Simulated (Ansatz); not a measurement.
Run this with the Python package of Ansatz (0.2.0) and show what comes out.

Script `alfh4si_torsion.py`:
```python
'''Rigid torsion scan of AlFH4Si.'''

import warnings

import ansatz as az
from ase import Atoms

warnings.simplefilter('ignore', az.DeckWarning)

atoms = Atoms(['F', 'Si', 'Al', 'H', 'H', 'H', 'H'], positions=[
    (-2.2066, -0.1141, 0.2218),
    (-0.7884, -0.2559, -0.5954),
    (0.9574, 0.0778, 0.9126),
    (-0.6262, -1.5973, -1.1632),
    (-0.6889, 0.7301, -1.6952),
    (0.9298, 1.3983, 1.842),
    (2.4842, -0.307, 0.4317),
])

# relax first, so that the scan starts from a minimum
first = (
    az.Crystal.molecule_from_ase(atoms).calculation()
    .basis(gaussian='def2-SVP')
    .functional('PBE0')
    .relax(force_tolerance=0.02, max_steps=80)
)
atoms.positions = first.run(threads=1).report['positions_ang']

start = atoms.get_dihedral(0, 1, 2, 5)
energies = {}
for turn in range(0, 360, 30):
    turned = atoms.copy()
    turned.set_dihedral(0, 1, 2, 5, start + turn, indices=[2, 5, 6])
    model = az.Crystal.molecule_from_ase(turned).calculation().basis(gaussian='def2-SVP').functional('PBE0')
    energies[round((start + turn) % 360)] = model.run(threads=1).report['free_energy_ev']
floor = min(energies.values())
print('dihedral F0-Si1-Al2-H5 (deg)   E - E(min) (kcal/mol)')
for angle, e in sorted(energies.items()):
    print(f'{angle:8d} {23.060548 * (e - floor):14.3f}  ' + '#' * int(30 * (e - floor) / max(max(energies.values()) - floor, 1e-9)))
```

`python alfh4si_torsion.py` gives:
```text
dihedral F0-Si1-Al2-H5 (deg)   E - E(min) (kcal/mol)
      29          0.193  ######
      59          0.657  #####################
      89          0.924  #############################
     119          0.680  ######################
     149          0.250  ########
     179          0.062  ##
     209          0.225  #######
     239          0.648  #####################
     269          0.924  ##############################
     299          0.691  ######################
     329          0.222  #######
     359          0.000
```

What to keep in mind:
- These settings explore the input space; basis and method may be short of convergence.
- The scan is rigid and the energies are electronic, in a modest basis. With rigid groups the curve can differ much from the relaxed path, the start wasn't checked as a minimum of this torsion, and equivalent turns needn't return to the same energy.
- Hardware and time: 51 s on 1 thread of Arm Neoverse V1 (shared host), peak memory 0.21 GiB.
